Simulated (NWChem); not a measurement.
System: hydrazine (N$_{2}$H$_{4}$); SMILES NN

Here is an NWChem input.

```
start job
memory heap 200 mb stack 900 mb global 1100 mb
geometry units angstroms noautoz
  N     -0.068466     0.707447     0.075727
  N      0.068466    -0.707447     0.075727
  H      0.849513     1.113869     0.294813
  H     -0.339383     1.086120    -0.846530
  H     -0.849513    -1.113869     0.294813
  H      0.339383    -1.086120    -0.846530
end
basis spherical
  * library def2-tzvp
end
dft
  xc m06-2x
  iterations 150
  vectors input atomic output neutral.movecs
end
task dft energy
charge 1
dft
  odft
  mult 2
  vectors input atomic output cation.movecs
end
task dft energy
```

NWChem printed, in part:

```
             Northwest Computational Chemistry Package (NWChem) 7.3.0
             --------------------------------------------------------

 C2  symmetry detected

                             Geometry "geometry" -> ""
                             -------------------------

 Output coordinates in angstroms (scale by  1.889725989 to convert to a.u.)

  No.       Tag          Charge          X              Y              Z
 ---- ---------------- ---------- -------------- -------------- --------------
    1 N                    7.0000    -0.06050112     0.70817262     0.07813011
    2 N                    7.0000     0.06050112    -0.70817262     0.07813011
    3 H                    1.0000     0.86199303     1.10423933     0.29721611
    4 H                    1.0000    -0.32713995     1.08987014    -0.84412689
    5 H                    1.0000    -0.86199303    -1.10423933     0.29721611
    6 H                    1.0000     0.32713995    -1.08987014    -0.84412689

 Effective nuclear repulsion energy (a.u.)      41.4198222993

      Symmetry information
      --------------------

 Group name             C2
 Group number              4
 Group order               2
 No. of unique centers     3

                                 NWChem DFT Module
                                 -----------------

 Summary of "ao basis" -> "ao basis" (spherical)
 ------------------------------------------------------------------------------
       Tag                 Description            Shells   Functions and Types
 ---------------- ------------------------------  ------  ---------------------
 N                         def2-tzvp                11       31   5s3p2d1f
 H                         def2-tzvp                 4        6   3s1p

      Symmetry analysis of basis
      --------------------------

        a          43
        b          43

            General Information
            -------------------
          SCF calculation type: DFT
          Wavefunction type:  closed shell.
          No. of atoms     :     6
          No. of electrons :    18
           Alpha electrons :     9
            Beta electrons :     9
          Charge           :     0
          Spin multiplicity:     1
          Use of symmetry is: on ; symmetry adaption is: on
          Maximum number of iterations: 150
          AO basis - number of functions:    86
                     number of shells:    38
          Convergence on energy requested:  1.00D-06
          Convergence on density requested:  1.00D-05
          Convergence on gradient requested:  5.00D-04

              XC Information
              --------------
                       M06-2X Method XC Functional
                     Hartree-Fock (Exact) Exchange  0.540
                        M06-2X Exchange Functional  1.000
                      M06-2X Correlation Potential  1.000

             Grid Information
             ----------------
          Grid used for XC integration:  medium
          Radial quadrature: Mura-Knowles
          Angular quadrature: Lebedev.
          Tag              B.-S. Rad. Rad. Pts. Rad. Cut. Ang. Pts.
          ---              ---------- --------- --------- ---------
          N                   0.65       49           8.0       434
          H                   0.35       45           9.0       434
          Grid pruning is: on
          Number of quadrature shells:   139
          Spatial weights used:  Erf1

      Superposition of Atomic Density Guess
      -------------------------------------

 Sum of atomic energies:        -110.62234044

      Non-variational initial energy
      ------------------------------

 Total energy =    -111.521194
 1-e energy   =    -230.992367
 2-e energy   =      78.051351
 HOMO         =      -0.316570
 LUMO         =       0.065227

      Symmetry analysis of molecular orbitals - initial
      -------------------------------------------------

  Numbering of irreducible representations:

     1 a           2 b

  Orbital symmetries:

     1 a           2 b           3 a           4 b           5 a
     6 b           7 a           8 b           9 a          10 a
    11 b          12 a          13 b          14 b          15 a
    16 a          17 b          18 a          19 b

   convergence    iter        energy       DeltaE   RMS-Dens  Diis-err
 ---------------- ----- ----------------- --------- --------- ---------
 d= 0,ls=0.0,diis     1   -111.8332367017 -1.53D+02  5.06D-03  2.48D-01
 d= 0,ls=0.0,diis     2   -111.8542040640 -2.10D-02  1.64D-03  4.31D-02
 d= 0,ls=0.0,diis     3   -111.8573748984 -3.17D-03  5.83D-04  1.21D-02
 d= 0,ls=0.0,diis     4   -111.8585589476 -1.18D-03  1.49D-04  2.01D-04
 d= 0,ls=0.0,diis     5   -111.8585884383 -2.95D-05  4.50D-05  1.08D-05
  Resetting Diis
 d= 0,ls=0.0,diis     6   -111.8585904814 -2.04D-06  1.54D-05  3.11D-07
 d= 0,ls=0.0,diis     7   -111.8585905958 -1.14D-07  3.07D-06  1.42D-08

         Total DFT energy =     -111.858590595779
      One electron energy =     -233.096175329462
           Coulomb energy =       95.054216344999
    Exchange-Corr. energy =      -15.236453910570
 Nuclear repulsion energy =       41.419822299254

 Numeric. integr. density =       17.999997615151

                  Occupations of the irreducible representations
                  ----------------------------------------------

                     irrep           alpha         beta
                     --------     --------     --------
                     a                 5.0          5.0
                     b                 4.0          4.0

                       DFT Final Molecular Orbital Analysis
                       ------------------------------------

 Vector    7  Occ=2.000000D+00  E=-5.174987D-01  Symmetry=a
              MO Center=  5.1D-15,  1.0D-14,  1.4D-01, r^2= 1.6D+00
   Bfn.  Coefficient  Atom+Function         Bfn.  Coefficient  Atom+Function
  ----- ------------  ---------------      ----- ------------  ---------------
     7      0.241334  1 N  py                38     -0.241334  2 N  py
    10      0.200430  1 N  py                41     -0.200430  2 N  py
    64      0.159369  3 H  s                 76      0.159369  5 H  s
    63      0.116366  3 H  s                 75      0.116366  5 H  s
     6      0.108728  1 N  px                37     -0.108728  2 N  px

 Vector    8  Occ=2.000000D+00  E=-3.228859D-01  Symmetry=b
              MO Center= -9.3D-14,  3.5D-13,  1.1D-01, r^2= 1.6D+00
   Bfn.  Coefficient  Atom+Function         Bfn.  Coefficient  Atom+Function
  ----- ------------  ---------------      ----- ------------  ---------------
     8      0.253268  1 N  pz                39     -0.253268  2 N  pz
    11      0.210190  1 N  pz                42     -0.210190  2 N  pz
    14      0.204781  1 N  pz                45     -0.204781  2 N  pz
     4      0.157135  1 N  s                 35     -0.157135  2 N  s
    12     -0.134193  1 N  px                43     -0.134193  2 N  px

 Vector    9  Occ=2.000000D+00  E=-3.220329D-01  Symmetry=a
              MO Center=  9.3D-14, -3.5D-13,  1.6D-01, r^2= 1.6D+00
   Bfn.  Coefficient  Atom+Function         Bfn.  Coefficient  Atom+Function
  ----- ------------  ---------------      ----- ------------  ---------------
     6      0.245173  1 N  px                37     -0.245173  2 N  px
     9      0.203946  1 N  px                40     -0.203946  2 N  px
    12      0.197299  1 N  px                43     -0.197299  2 N  px
     8     -0.141124  1 N  pz                39     -0.141124  2 N  pz
    14     -0.131202  1 N  pz                45     -0.131202  2 N  pz

 Vector   10  Occ=0.000000D+00  E= 5.574627D-02  Symmetry=a
              MO Center=  1.1D-16,  1.3D-16, -8.5D-01, r^2= 5.3D+00
   Bfn.  Coefficient  Atom+Function         Bfn.  Coefficient  Atom+Function
  ----- ------------  ---------------      ----- ------------  ---------------
     5      1.320563  1 N  s                 36      1.320563  2 N  s
    71     -1.088003  4 H  s                 83     -1.088003  6 H  s
    65     -0.697597  3 H  s                 77     -0.697597  5 H  s
    13      0.268036  1 N  py                44     -0.268036  2 N  py
    14     -0.249603  1 N  pz                45     -0.249603  2 N  pz

 Vector   11  Occ=0.000000D+00  E= 8.793731D-02  Symmetry=b
              MO Center=  1.8D-16,  2.6D-15, -1.8D-01, r^2= 6.5D+00
   Bfn.  Coefficient  Atom+Function         Bfn.  Coefficient  Atom+Function
  ----- ------------  ---------------      ----- ------------  ---------------
     5      2.001573  1 N  s                 36     -2.001573  2 N  s
    65     -1.154493  3 H  s                 77      1.154493  5 H  s
    71     -0.924925  4 H  s                 83      0.924925  6 H  s
    12      0.310945  1 N  px                43      0.310945  2 N  px
    14     -0.238241  1 N  pz                45      0.238241  2 N  pz

 Vector   12  Occ=0.000000D+00  E= 1.286546D-01  Symmetry=a
              MO Center= -3.7D-13, -7.5D-13, -1.2D-01, r^2= 6.2D+00
   Bfn.  Coefficient  Atom+Function         Bfn.  Coefficient  Atom+Function
  ----- ------------  ---------------      ----- ------------  ---------------
    65      1.503633  3 H  s                 77      1.503633  5 H  s
    71     -1.061041  4 H  s                 83     -1.061041  6 H  s
    12     -0.663401  1 N  px                43      0.663401  2 N  px
    14     -0.383256  1 N  pz                45     -0.383256  2 N  pz
     5     -0.298174  1 N  s                 36     -0.298174  2 N  s

     Multipole analysis of the density
     ---------------------------------

     L   x y z        total         alpha         beta         nuclear
     -   - - -        -----         -----         ----         -------
     0   0 0 0     -0.000000     -9.000000     -9.000000     18.000000

[...]
```

Level: M06-2X/def2-TZVP, vertical spin-unrestricted ions. Coordinates come from a PBE-D3(BJ)/def2-SVP optimisation.
